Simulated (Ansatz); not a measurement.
fcc Ca, treated with LDA in Ansatz (plane waves, PAW).

Settings: plane-wave cutoff 520 eV, 20×20×20 k mesh, Fermi–Dirac smearing 0.038 eV (set by the program), scalar-relativistic PAW data made under PBE.

Computed at the level's own relaxed cell.

**Question.** Estimate the Voigt–Reuss–Hill shear modulus (Hill average), elastic constant C12, Poisson ratio, Young modulus, elastic constant C11 and elastic constant C44 that the calculation returns.

**Answer.** 
- Voigt–Reuss–Hill shear modulus (Hill average) = 7.43 GPa
- elastic constant C12 = 16.4 GPa
- Poisson ratio = 0.326
- Young modulus = 19.7 GPa
- elastic constant C11 = 23.9 GPa
- elastic constant C44 = 11.7 GPa

Measured, for comparison: elastic constant C44 16 GPa (temperature not stated, no zero-point or thermal correction; as tabulated in Jones et al. (2010), arXiv:1012.0803). Computed (rounded) less measured: elastic constant C44 -27 %.

Elastic constants are with the ions relaxed.

The computed numbers hold no vibrational or temperature effects.

It cost roughly 2.8 core-minutes of CPU time.

Ansatz is a first-principles code.
